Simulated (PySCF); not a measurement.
Geometry:
| atom | x (Å) | y (Å) | z (Å) |
| --- | --- | --- | --- |
| C1 | -1.645 | -0.051 | 0.507 |
| O2 | -0.367 | -0.609 | 0.392 |
| C3 | 0.687 | 0.208 | 0.180 |
| C4 | 1.954 | -0.568 | 0.081 |
| C5 | 0.573 | 1.545 | 0.076 |
| Cl6 | 1.925 | 2.590 | -0.195 |
| H7 | -2.341 | -0.883 | 0.670 |
| H8 | -1.710 | 0.647 | 1.361 |
| H9 | -1.938 | 0.489 | -0.412 |
| H10 | 2.107 | -1.148 | 1.004 |
| H11 | 2.812 | 0.093 | -0.082 |
| H12 | 1.884 | -1.288 | -0.749 |
| H13 | -0.374 | 2.077 | 0.154 |

Geometry: PBE0-D3(BJ)/def2-SVP; GIAO absolute shieldings from PySCF 2.14, gas phase, non-relativistic, averaged over equivalent atoms.

At PBE0/6-31G (72 basis functions, 11 s wall time on 1 thread of an x86-64 server CPU, shared host):
```json
{"atoms": "C3", "σ (ppm)": "47.1"}
{"atoms": "C5", "σ (ppm)": "102.2"}
{"atoms": "C1", "σ (ppm)": "148.1"}
{"atoms": "C4", "σ (ppm)": "181.6"}
{"atoms": "O2", "σ (ppm)": "226.3"}
{"atoms": "Cl6", "σ (ppm)": "865.9"}
{"atoms": "H13", "σ (ppm)": "27.89"}
{"atoms": "H7/H8/H9", "σ (ppm)": "28.93"}
{"atoms": "H10/H11/H12", "σ (ppm)": "30.59"}
```

What do these become at KT3/pcSseg-1?

Answers


```csv
atoms,σ at KT3/pcSseg-1,change
C3,30.7,-16.4
C5,90.7,-11.5
C1,128.9,-19.2
C4,165.5,-16.1
O2,202.9,-23.4
Cl6,802.6,-63.3
H13,26.68,-1.21
H7/H8/H9,27.87,-1.06
H10/H11/H12,29.37,-1.22
```

The largest change is at Cl6 (chlorine bonded to C). Cost: 144 basis functions, 19 s wall time on 1 thread of an Arm Neoverse V1, shared host. The order of the carbon signals is the same at both levels.

Carbons that carry Cl, above all several Cl atoms, come out too deshielded, partly because spin–orbit coupling is missing.
